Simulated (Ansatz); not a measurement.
# SiH₄O (triplet): the correlation ladder at distance Si1–H5 along a hydrogen transfer = 1.848 Å, cc-pVDZ

An exercise on one series of results from a longer session: the logs are not shown, and one member is left open.

Computed with Ansatz 0.2.0, Gaussian basis. Level: cc-pVDZ, core rule «outside noble gas», up to 6 orbitals frozen.

Plan: UHF; CCSD(T) on ROHF; CCSD(T) on UHF; BCCD(T) on ROHF; CISD; CCSDT(Q) on ROHF; CCSDT(Q) on UHF; CASSCF and MRCISD+Q, 4 electrons in 4 orbitals; CASSCF and NEVPT2, 4 electrons in 4 orbitals.

10 further runs of the same task are left out: 1 for a mislabelled method, 9 that didn't finish.

### The system

The geometry derives from fragments relaxed apart (PBE0/def2-TZVP) and kept rigid, so it is no stationary point. A hydrogen atom is moved between rigid fragments.

6 atoms, charge 0, spin multiplicity 3.

Atoms are counted from 1 here; the program's logs count them from 0.

Bond lengths: Si1–H2 1.485 Å, Si1–H3 1.485 Å, Si1–H4 1.485 Å, H5–O6 0.990 Å. Angles: H2–Si1–H3 109.5°, H2–Si1–H4 109.5°, H3–Si1–H4 109.5°.

Set-up of the first run:

in.yaml

```yaml
crystal:
  periodic: [false, false, false]
  atoms:
    - {symbol: Si, position_ang: [-0.951283, 0.000000, 0.000000]}
    - {symbol: H, position_ang: [-1.446155, 1.399708, 0.000000]}
    - {symbol: H, position_ang: [-1.446155, -0.699854, 1.212183]}
    - {symbol: H, position_ang: [-1.446155, -0.699854, -1.212183]}
    - {symbol: H, position_ang: [0.896717, 0.000000, 0.000000]}
    - {symbol: O, position_ang: [1.886717, 0.000000, 0.000000]}
basis:
  gaussian: {orbitals: cc-pVDZ}
magnetization: {spin_polarized: true, initial_magnetization: 2}
hamiltonian: {xc: hf}
output: {orbitals: {seedname: orbitals}}
```

Started as:

```console
ansatz run in.yaml --threads 1 --pin off --events-out ev --progress --plain --max-ram 2393MiB
```

Steps of the session up to this table: UHF; CCSD(T) on ROHF; CCSD(T) on UHF; BCCD(T) on ROHF; CISD; CCSDT(Q) on ROHF; CCSDT(Q) on UHF; CASSCF and MRCISD+Q, 4 electrons in 4 orbitals; CASSCF and NEVPT2, 4 electrons in 4 orbitals.

One table of the session follows, with a row left open; its other results are not shown here.

```
       method  from UCCSDT(Q) (kcal/mol)
         ROHF                    +192.24
          UHF                    +187.31
         RMP2                     +29.48
         UMP2                     +29.81
         CISD                     +19.10
        RCCSD                      +3.97
        UCCSD                      +3.88
     RCCSD(T)                      +0.81
     UCCSD(T)                      +0.80
      BCCD(T)                      +0.80
       RCCSDT                      +0.24
       UCCSDT                      +0.22
    RCCSDT(Q)                          ?
    UCCSDT(Q)                          0
  CASSCF pair                    +177.34
  NEVPT2 pair                     +29.35
  MRCISD pair                     +16.99
MRCISD+Q pair                      +1.82
```

Estimate the missing values for RCCSDT(Q).

The run gave: from UCCSDT(Q) (kcal/mol): +0.03. In the column «from UCCSDT(Q) (kcal/mol)» it lies between UCCSDT(Q) (0) and UCCSDT (+0.22).

Caveats from the session: Restricted and unrestricted rows rest on different reference determinants; where their highest levels disagree by more than a few hundredths of an eV, they describe different states and don't form one ladder.
